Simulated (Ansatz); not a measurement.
A nudged elastic band was laid between two geometries of CH4BO (7 atoms, charge 1, multiplicity 1).

Theory: RKS BHLYP/def2-SVP in Ansatz 0.2.0.

| Item | Value |
| --- | --- |
| movable images | 5 |
| climbing image | yes |
| spring | 5.0 eV/Å² |
| optimiser | quadratic models (default) |
| start path | through a guess of the saddle point |
| force threshold | 0.05 eV/Å |
| iteration limit | 60 |
| end points | relaxed |

First end point:

```xyz
7
Properties=species:S:1:pos:R:3
B -1.052 0.418 -0.682
O -0.060 -0.175 0.117
C 1.001 -0.416 0.663
H -1.136 -0.032 -1.774
H -1.684 1.258 -0.136
H 1.052 -1.262 1.354
H 1.878 0.208 0.458
```

Last end point:

```xyz
7
Properties=species:S:1:pos:R:3
B -1.070 0.394 -0.668
O 0.167 0.137 -0.053
C 1.039 -0.365 0.634
H -1.222 -0.150 -1.709
H -1.767 1.144 -0.074
H 0.815 -1.240 1.253
H 2.038 0.080 0.616
```

Q: What changes between the two ends?

A: No bond is made or broken.  The two ends are copies of one structure, up to a mirror image or an exchange of like atoms.

Q: Give the energies along the band, and the barrier.

A: The run converged. The highest image is number 3 of 0 to 6, 0.1 kcal/mol above the ends, which have the same energy within 2 meV. The top lies less than 8 meV above the higher end, about what the thresholds resolve: that end is a shoulder or a very shallow well. A vibrational analysis at the climbing image gives one clearly imaginary mode, 61i cm⁻¹: a first-order saddle point. Limits of this set-up: the dipole of an ion depends on the origin.

```csv
image,path coordinate (Å),energy (kcal/mol)
0,0.00,0.0
1,0.14,0.0
2,0.28,0.0
3,0.41,0.1
4,0.49,0.0
5,0.57,0.0
6,0.65,0.0
```

Q: What is the geometry of the highest image?

A: 
```xyz
7
Properties=species:S:1:pos:R:3
B -1.078 0.398 -0.671
O 0.096 0.022 -0.011
C 1.041 -0.381 0.640
H -1.221 -0.086 -1.743
H -1.755 1.159 -0.065
H 0.920 -1.259 1.282
H 1.998 0.147 0.569
```

The band took 27 iterations and roughly 100 core-seconds.

Time of the run: 100 s on 1 thread of Intel(R) Xeon(R) 6975P-C (Granite Rapids) (shared host), peak memory 0.12 GiB.
